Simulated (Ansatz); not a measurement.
Reaction (SMILES): FC(F)(F)F → C atom + 4 F atom
B3LYP-D3(BJ)/def2-TZVP geometries, fixed; electronic energies without zero-point terms.

Basis-set convergence of the atomisation energy at PBE with Ansatz (a program for electronic structure). All functions are spherical. The program fits the integrals of some runs and decomposes those of others, by size. Open shells are unrestricted. No added dispersion term, no relativity. Functions are those of the species that has most. Reference: the value in aug-cc-pVQZ, 503.73 kcal/mol, itself unsure by roughly 0.53 kcal/mol (its mean distance from def2-QZVPPD, pcseg-3, def2-QZVPP). Deviations are taken from unrounded values.

| basis | functions | atomisation energy (kcal/mol) |
|---|---|---|
| cc-pVDZ | 70 | 507.99 |
| aug-cc-pVDZ | 115 | 495.20 |
| def2-SVP | 70 | 524.65 |
| def2-SVPD | 112 | 508.56 |
| pcseg-1 | 70 | 502.06 |
| aug-pcseg-1 | 115 | 502.07 |
| 6-311G** | 90 | 504.19 |
| 6-311+G** | 110 | 492.27 |
| cc-pVTZ | 150 | 507.80 |
| aug-cc-pVTZ | 230 | 502.70 |
| pcseg-2 | 150 | 503.91 |
| aug-pcseg-2 | 230 | 504.03 |
| def2-TZVPP | 155 | 504.34 |
| def2-TZVPPD | 197 | 502.44 |
| cc-pVQZ | 275 | 506.01 |
| aug-cc-pVQZ | 400 | 503.73 |
| def2-QZVPP | 285 | 503.22 |
| def2-QZVPPD | 327 | 502.75 |

What the diffuse functions change, pair by pair:
- cc-pVDZ to aug-cc-pVDZ: 45 more functions, deviation 4.26 to -8.53 kcal/mol
- def2-SVP to def2-SVPD: 42 more functions, deviation 20.92 to 4.83 kcal/mol
- pcseg-1 to aug-pcseg-1: 45 more functions, deviation -1.67 to -1.66 kcal/mol
- 6-311G** to 6-311+G**: 20 more functions, deviation 0.46 to -11.46 kcal/mol
- cc-pVTZ to aug-cc-pVTZ: 80 more functions, deviation 4.07 to -1.03 kcal/mol
- pcseg-2 to aug-pcseg-2: 80 more functions, deviation 0.18 to 0.30 kcal/mol
- def2-TZVPP to def2-TZVPPD: 42 more functions, deviation 0.61 to -1.29 kcal/mol
- cc-pVQZ to aug-cc-pVQZ: 125 more functions, deviation 2.28 to 0.00 kcal/mol
- def2-QZVPP to def2-QZVPPD: 42 more functions, deviation -0.51 to -0.98 kcal/mol

Leaving out the reference's own pair, they bring the value nearer the reference by more than 0.53 kcal/mol in 2 of 8 pairs.
